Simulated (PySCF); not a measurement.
## AlCl⁺: energy against distance

Set-up: PySCF, no relativity, basis sets Al def2-TZVPPD, Cl def2-TZVPPD. Energies in eV from Al⁺ + Cl in their ground configurations at the same level. State: ²Σ⁺ (doublet), unpaired electrons σ ↑.

All columns are r²SCAN0. A positive dipole points towards Cl; it is taken about the centre of mass and depends on that origin.

```tsv
R (Å)	E (eV)	μ (D)	Mulliken charge on Al (basis-dependent)	HOMO (eV)	LUMO (eV)	Mayer bond order	⟨S²⟩
1.743	-1.057	-4.22	0.89	-14.55	-10.24	1.73	0.75
1.824	-1.758	-4.65	0.89	-14.68	-10.41	1.68	0.75
1.905	-2.132	-5.09	0.91	-14.81	-10.58	1.62	0.75
1.966	-2.256	-5.41	0.93	-14.89	-10.70	1.57	0.75
2.027	-2.281	-5.74	0.95	-14.97	-10.82	1.52	0.75
2.088	-2.232	-6.05	0.98	-15.04	-10.94	1.47	0.75
2.169	-2.084	-6.44	1.02	-15.12	-11.08	1.39	0.76
2.270	-1.816	-6.88	1.06	-15.18	-11.25	1.29	0.76
2.392	-1.443	-7.27	1.09	-14.89	-11.41	1.16	0.77
2.554	-0.963	-7.53	1.09	-14.66	-11.54	0.94	0.78
```

A fit through these points gives, at Re = 2.015 Å, μ = -5.67 D and dμ/dR = -5.27 D/Å; the reduced mass is 15.23 u.

Problem. How strong is the fundamental in the double-harmonic approximation, I = 42.26·(dμ/dR)²/μred km/mol?

Solution. I = 42.26·(-5.27)²/15.23 = 77.1 km/mol at r²SCAN0.

For an ion De counts to the pair picked by the measured ionisation energies or electron affinities, which need not be the lowest pair at this level. The state is the lowest determinant that a PBE0 search found; another state may lie lower at other levels.
